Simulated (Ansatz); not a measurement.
A nudged elastic band was laid between two geometries of C2H5O (8 atoms, charge -1, multiplicity 1).

All numbers below come from RKS PBE0-D4/def2-mTZVP in Ansatz 0.2.0.

| Item | Value |
| --- | --- |
| movable images | 7 |
| climbing image | yes |
| spring | 5.0 eV/Å² |
| optimiser | quadratic models (default) |
| start path | IDPP |
| force threshold | 0.03 eV/Å |
| iteration limit | 60 |
| end points | relaxed |

First end point:

```xyz
8
Properties=species:S:1:pos:R:3
C -0.304 0.740 -0.336
C 0.093 -0.721 -0.280
O 0.749 -0.891 1.064
H -0.975 0.906 -1.195
H 0.561 1.406 -0.482
H -0.836 1.137 0.569
H -0.869 -1.275 -0.169
H 1.580 -1.301 0.829
```

Last end point:

```xyz
8
Properties=species:S:1:pos:R:3
C -0.078 0.829 -0.243
C 0.519 -0.561 -0.155
O -0.324 -1.279 0.864
H -1.194 0.876 -0.349
H 0.345 1.356 -1.113
H 0.156 1.445 0.641
H 0.238 -1.054 -1.115
H 0.338 -1.613 1.469
```

Question: Which bonds break or form, and what moves?

Answer: No bond is made or broken. The dihedral H6–C1–C2–O3 goes from -48 to 73°. The two ends are copies of one structure, up to a mirror image or an exchange of like atoms.

Question: Give the energies along the band, and the barrier.

Answer: It converged. The highest image is number 4 of 0 to 8, 4.8 kcal/mol above the ends, which have the same energy within 2 meV. A vibrational analysis at the climbing image gives one clearly imaginary mode, 315i cm⁻¹: a first-order saddle point. Limits of this set-up: an anion without diffuse functions, the dipole of an ion depends on the origin.

| image | path coordinate (Å) | energy (kcal/mol) | dihedral H6–C1–C2–O3 (°) |
| --- | --- | --- | --- |
| 0 | 0.00 | 0.0 | -48 |
| 1 | 0.35 | 0.7 | -33 |
| 2 | 0.70 | 2.4 | -19 |
| 3 | 1.05 | 4.1 | -3 |
| 4 | 1.39 | 4.8 | 12 |
| 5 | 1.75 | 4.0 | 28 |
| 6 | 2.11 | 2.3 | 44 |
| 7 | 2.47 | 0.7 | 59 |
| 8 | 2.83 | 0.0 | 73 |

Question: What is the geometry of the highest image?

Answer: 
```xyz
8
Properties=species:S:1:pos:R:3
C -0.151 0.790 -0.358
C 0.326 -0.669 -0.291
O 0.107 -1.118 1.136
H -1.111 0.972 -0.893
H 0.575 1.479 -0.824
H -0.305 1.159 0.668
H -0.434 -1.264 -0.839
H 0.995 -1.350 1.401
```

Question: What are the harmonic wavenumbers there?

Answer: 315i, 328, 453, 772, 842, 937, 1012, 1105, 1191, 1335, 1371, 1467, 1511, 2788, 2853, 2908, 2990, 3925 cm⁻¹.

Time of the run: 96 s on 1 thread of Arm Neoverse V1, on a shared host, peak memory 0.13 GiB.
